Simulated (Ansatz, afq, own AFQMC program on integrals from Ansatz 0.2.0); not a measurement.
AFQMC on a folder of integrals that Ansatz 0.2.0 wrote.

```yaml
crystal:
  periodic: [false, false, false]
  atoms:
    - {symbol: Ge, position_ang: [0.000000, 0.000000, 0.080265]}
    - {symbol: C, position_ang: [0.000000, 0.000000, -1.701841]}
    - {symbol: H, position_ang: [0.000000, 0.000000, 1.621576]}
basis:
  gaussian: {orbitals: cc-pVDZ}
magnetization: {spin_polarized: false, initial_magnetization: 1}
correlation: {method: ccsd_t, electrons: outside_noble_gas, hamiltonian_folder: ham}
```

```sh
$ ansatz run in.yaml --threads 1 --pin off --events-out ev --progress --plain --max-ram 1382MiB
```

Options of the walk:

```
--method free --trial cisd --walkers 60 --time-step 0.03 --max-blocks 80 --target-error 0.00036 --factor-cut 1e-05 --seed 1880 --times 0,0.3,0.6,1.2,1.8,2.4,3.6,4.8,6 --taylor-order 8
```

Times are imaginary, in 1/Eh. The walk had a cap of 678 s. Filled inner d shells are frozen with the cores.

afq prints:

```
orbitals 31  electrons 5 4  factors 237 of 504
reference energy -2113.54653184 Eh
CCSD correlation -0.23213315 Eh in 15 cycles, weight of the determinant in the CISD state 0.8333
repeat  energy at the last time / Eh  error
    10  -2113.796274  0.004908
    20  -2113.797680  0.003061
    30  -2113.793956  0.002365
    40  -2113.795169  0.002140
    50  -2113.794270  0.001790
    60  -2113.794386  0.001537
    70  -2113.793819  0.001385
    80  -2113.793883  0.001219
time / (1/Eh)  energy / Eh  error  mean overlap
  0.00  -2113.778210  0.000251  1.1984
  0.30  -2113.786291  0.000415  1.1969
  0.60  -2113.789942  0.000462  1.1929
  1.20  -2113.793154  0.000548  1.1972
  1.80  -2113.793905  0.000552  1.2210
  2.40  -2113.795086  0.000800  1.2204
  3.60  -2113.795970  0.000982  1.2247
  4.80  -2113.793909  0.001050  1.3402
  6.00  -2113.793883  0.001219  1.4064
energy -2113.793883 +/- 0.001219 Eh
```

The run failed at least one of its tests; the cautions name the faults.

Against this walk (error 33.2 meV) on the same determinant: CCSD(T) 16.3 meV higher (within the noise), CCSDT(Q) 63.1 meV lower (within the noise). The error is statistical, and a free projection of finite length keeps a remainder of its start. None of these is a sure reference here.

Cautions: remainder of the start not in the error; error above the target (33.2 against 9.8 meV); no relativity below Rb; no spin-orbit coupling; inner d shell frozen; higher spins were not checked; a spin-contaminated unrestricted determinant lies lower (UHF 428 meV lower, ⟨S²⟩ 2.17); (T) is large, 6 % of the CCSD correlation.

The walk took 6.1 min on 1 thread of Intel(R) Xeon(R) 6975P-C (Granite Rapids), with other jobs on the host. The log's last line is the free-projection energy.

CCSDT and higher add their correlation energy to the determinant of the CCSD(T) run, since their own runs factorise the integrals more tightly (a shift of under 2 meV). A walk keeps the symmetry of its determinant, which the program's search chose and which needn't be the lowest solution, so a lower state of the same spin and another symmetry isn't excluded.
